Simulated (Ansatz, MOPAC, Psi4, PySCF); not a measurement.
System: nitrous oxide, N2O, net charge 0, singlet state. SMILES: [O-][N+]#N
Geometry: optimised at B3LYP-D3(BJ)/def2-TZVP (Ansatz, a program for electronic structure).

Property: vertical ionisation energy to the doublet, in eV. Conventions: frozen cores in correlated levels; open shells spin-unrestricted; each state is the SCF solution reached for its charge and spin; dispersion terms only where a functional's name holds one; no spin-orbit coupling; 6-311+G** with 5d; 6-31G* and kin with 6d, 5d where marked; non-relativistic. Ab initio and DFT rows: single points at B3LYP-D3(BJ) geometries (Ansatz). Semi-empirical rows: differences of heats of formation at the shared geometry for vertical values. A UHF reference is markedly spin-contaminated in at least one set, which strains HF and MP2.

| level | program | vertical ionisation energy to the doublet (eV) |
|---|---|---|
| AM1 | MOPAC | 11.70 |
| PM3 | MOPAC | 11.87 |
| PM6 | MOPAC | 11.75 |
| MNDO | MOPAC | 11.43 |
| HF/6-311+G** | Ansatz | 11.10 |
| PBE/6-31G* | Ansatz | 12.82 |
| PBE/6-311+G** | Ansatz | 12.97 |
| B3LYP/3-21G | Ansatz | 12.63 |
| B3LYP/6-31G* | Ansatz | 12.85 |
| M06-2X/6-31G* (5d) | PySCF | 12.93 |
| wB97X-D/6-31G* | Psi4 | 12.87 |
| MP2/6-31G* | Ansatz | 13.63 |
| MP2/6-311+G** | Ansatz | 13.74 |
| M06-2X/def2-TZVPD | PySCF | 12.98 |
| wB97X-V/def2-TZVPD | Ansatz | 12.80 |

No value to compare with is used here. The 13 habitual levels span 11.10 (HF/6-311+G**) to 13.74 eV (MP2/6-311+G**); wB97X-V/def2-TZVPD gives 12.80.

The levels are drawn from those run, B3LYP/6-31G* more often than the rest, none by its result; runs whose electronic state is in doubt are left out.
